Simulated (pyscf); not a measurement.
This saddle point was located with ωB97X-D3(BJ)/def2-SVP in PySCF.

```
C
C 1 1.3670
H 1 1.0877 2 139.34
H 2 1.0955 1 120.84 3 123.75
H 2 1.0969 4 116.57 1 -173.20
H 1 1.5587 3 84.54 2 -118.13
Ga 6 1.7850 1 72.10 3 -116.36
F 7 1.7616 6 131.11 1 -112.26
```

Surface: singlet, charge 0. Lowest wavenumbers (cm⁻¹): 1466i, 105, 163, 231, 502.

Name the species on either side of this saddle.

F–Ga (SMILES [F][Ga]) [singlet] + H₂C=CH₂ (SMILES C=C) ⇌ H₂C=CH–GaH–F (SMILES C=[CH][GaH][F]), an insertion read from left to right: C–H broken and C–Ga, Ga–H formed. At CCSD(T)/def2-TZVPP + ΔMP2(QZVPP) it lies +330.5 kJ/mol from the left side and +314.7 kJ/mol from the right (each side as separated species at their lowest minima found). On the reactant side the descent ends in a complex, 18.3 kJ/mol under the separated species and 375.3 kJ/mol under the saddle at ωB97X-D3(BJ)/def2-TZVP. At ωB97X-D3(BJ)/def2-TZVP the barrier from the zero used here is 357.0 kJ/mol. This is the saddle that the search found; another between the same sides may lie lower. One closed-shell reference is unstable to symmetry breaking; treat the single-reference values with care. The CCSD(T) − MP2 part came from Ansatz, without density fitting, on the same reference. The frozen core leaves the outer d or s,p core shells of the metals and heavy elements correlated in the MP2 and CC values, and def2-TZVPP describes them poorly, which can shift differences by a few kcal/mol. Elements up to Kr have no core potential and no relativistic terms here.
